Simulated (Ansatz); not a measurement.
in.yaml

```yaml
crystal:
  periodic: [false, false, false]
  atoms:
    - {symbol: Sn, position_ang: [-0.004634, 0.000000, 0.000000]}
    - {symbol: H, position_ang: [0.272860, 0.000000, -1.631976]}
    - {symbol: H, position_ang: [0.272860, 0.000000, 1.631976]}
basis:
  gaussian: {orbitals: def2-SVP}
total_charge: 1
magnetization: {spin_polarized: false, initial_magnetization: 1}
hamiltonian: {pseudopotentials: {relativity: none}}
correlation: {active_space: {window: {electrons: 3, orbitals: 6}}}
scf: {lower_state_search: full}
output: {forces: true}
```

```sh
$ ansatz run in.yaml --threads 1 --pin off --events-out ev --progress --plain --max-ram 2393MiB
```

The program prints:

```
444 factors; integrals over basis functions are off by at most 4.8e-4 eV
mean field evaluation 1: about -5827.2767 eV, gradient 6.5e0 eV
mean field evaluation 2: about -5827.2808 eV, gradient 6.5e0 eV
mean field evaluation 4: about -5827.6473 eV, gradient 3.1e-1 eV
mean field evaluation 8: about -5827.6485 eV, gradient 7.0e-4 eV
mean field evaluation 16: about -5827.0634 eV, gradient 2.0e-6 eV
mean field evaluation 32: about -5827.0667 eV, gradient 2.9e-1 eV
mean field evaluation 64: about -5827.6172 eV, gradient 9.1e-1 eV
mean field -5827.64848446 eV, -214.1621316818 hartree, gradient 4.8e-6 eV, S^2 0.750000; 9 other end points of the search recorded, 0 dependent functions left out
reference -5827.64848446 eV, -214.1621316818 hartree; 12, 11 occupied and 24, 25 virtual orbitals, 444 factors
state -5828.43978991 eV, -214.1912116206 hartree
the calculation of the forces begins
WARN: the results are in doubt because the forces break the atoms' symmetry
Total energy: -5828.43978991 eV, -214.1912116206 hartree
Atom 0 at    -0.004634     0.000000     0.000000 Å, force    -2.021031     0.000000    -0.200095 eV/Å
Atom 1 at     0.272860     0.000000    -1.631976 Å, force     0.993504    -0.000000    -0.260200 eV/Å
Atom 2 at     0.272860     0.000000     1.631976 Å, force     1.027527    -0.000000     0.460296 eV/Å
Dipole moment:     0.188112    -0.000000     0.010234 e Å
In doubt: the forces break the atoms' symmetry
```

Natural occupations: 1.9585 0.9983 0.0307 0.0054 0.0041 0.0032.

Ran on 1 thread of AMD EPYC, shared host: 6.5 s wall, 0.1 GiB peak host memory.
